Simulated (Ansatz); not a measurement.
ReS₂ (P-1, No. 2; cell taken from a computed entry)

Computed with r²SCAN+rVV10 (Ansatz, a quantum-chemistry and plane-wave program, PAW).

Run with plane-wave cutoff 560 eV, 6×6×4 k mesh (along the axes of the cell as run), Fermi–Dirac smearing 0.01 eV, no spin polarisation, scalar-relativistic PAW data made under PBE.

Cell (relaxed at this level):

```
CELL_PARAMETERS angstrom
      6.36492    -0.00045    -0.00839
      3.12526     5.66259     0.01254
      0.11278     3.38896    12.30165
ATOMIC_POSITIONS crystal
  Re 0.18735 0.06438 0.24641
  Re 0.81265 0.93562 0.75359
  Re 0.31263 0.43561 0.25363
  Re 0.68737 0.56439 0.74637
  Re 0.76123 0.03746 0.24903
  Re 0.23877 0.96254 0.75097
  Re 0.26125 0.53746 0.74900
  Re 0.73875 0.46254 0.25100
  S  0.90551 0.71299 0.15316
  S  0.09449 0.28701 0.84684
  S  0.60266 0.77837 0.87680
  S  0.39734 0.22163 0.12320
  S  0.36608 0.75001 0.14002
  S  0.63392 0.24999 0.85998
  S  0.14286 0.72501 0.89133
  S  0.85714 0.27499 0.10867
  S  0.35716 0.77500 0.60864
  S  0.64284 0.22500 0.39136
  S  0.13390 0.74999 0.36001
  S  0.86610 0.25001 0.63999
  S  0.10264 0.27837 0.37683
  S  0.89736 0.72163 0.62317
  S  0.59447 0.78700 0.34687
  S  0.40553 0.21300 0.65313
```

```yaml
band_gap: 1.32 eV (on the SCF k mesh)
```

Note: the relaxation could not lower the start's symmetry, so the cell can be a saddle point above a distorted one.

Spin–orbit coupling is not included.

Computed values are for the static lattice.

The result took around 70 core-minutes (rough).
